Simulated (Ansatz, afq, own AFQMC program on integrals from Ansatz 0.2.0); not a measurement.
# AFQMC, coupled cluster and functionals along a coordinate of Al2H4, singlet

```xyz
6

Al    0.0000    0.0000    1.4180
Al    0.0000    0.0000   -1.4180
H     0.0000    1.3533    2.2618
H     0.0000   -1.3533    2.2618
H     0.0000    1.3533   -2.2618
H     0.0000   -1.3533   -2.2618
```

The Al1–Al2 distance is changed with both sides rigid. Energies in eV count from this geometry (2.836 Å) at the same level; the start stands on RHF, each point on the determinant named.

Basis 6-31G. Noble-gas cores (and the filled d shells of Ga–Kr and In–Xe) are frozen. Ansatz 0.2.0 and our own AFQMC program on the same integrals; the CISD trial comes from CCSD amplitudes, and released means the phaseless constraint is let go. ± is one standard error of the sampling.

Cautions, each for one point or more: cluster runs in doubt by the program's own checks; higher spins were not checked; restricted determinant unstable towards unrestricted; strong correlation; the ph-AFQMC/CISD walk drifts between its halves; unrestricted determinant spin contaminated; walk and cluster series may follow different spin states.

| r(Al1–Al2) / Å | det. | T1 | weight | ⟨S²⟩ | CCSD(T) | ph-AFQMC/CISD | released AFQMC | CCSDT(Q) | PBE | CCSD |
| --- | --- | --- | --- | --- | --- | --- | --- | --- | --- | --- |
| 2.362 | RHF | 0.011 | 0.92 | pure | 0.271 | 0.279 ± 0.003 | 0.278 ± 0.003 | 0.275 | 0.176 | 0.267 |
| 3.633 | RHF | 0.013 | 0.88 | pure | 0.994 | 0.988 ± 0.006 | 0.990 ± 0.006* | 0.979 | 1.090 | 1.016 |
| 4.883 | RHF¶ | 0.028 | 0.73 | pure | 1.973 | 1.961 ± 0.020 | 1.953 ± 0.019* | 1.930 | 2.269§ | 2.108 |
| 7.027 | UHF‡¶ | 0.013 | 0.92 | 1.00 | 2.090 | 2.105 ± 0.004 | 2.102 ± 0.003* | 2.094 | 2.427§ | 2.076 |

Weight is that of the determinant in the CISD state; at the start T1 is 0.011 and the weight 0.91. ¶ marks points with a poor determinant and no full CI, where no value is sure; they don't count among the departures. An asterisk marks released energies that aren't shown to be converged. A double dagger marks points where the walks on two determinants ended up to 0.119 eV apart; the lower is shown. Symmetry can't show for every point that it stays on the start's state. § marks a functional whose ⟨S²⟩ is too high by over 0.1. Largest departures from CCSDT(Q), at the points where its series has closed: CCSD(T) 0.014 eV at 3.633 (on RHF), ph-AFQMC/CISD 0.008 eV at 3.633 (on RHF) (within the noise), PBE 0.111 eV at 3.633, CCSD 0.037 eV at 3.633 (on RHF). Functionals count only at points shown to share the start's state and spin. In this small basis the wave-function levels are far from their limit, so their gap to the functionals isn't the functionals' error.

Some points may be missing: those where a free walk finds a much lower state, and past Zn most of those on another determinant than at the start.

CCSDT and higher add their correlation energy to the determinant of the CCSD(T) run, since their own runs factorise the integrals more tightly (a shift of under 2 meV). A walk keeps the symmetry of its determinant, which the program's search chose and which needn't be the lowest solution, so a lower state of the same spin and another symmetry isn't excluded.
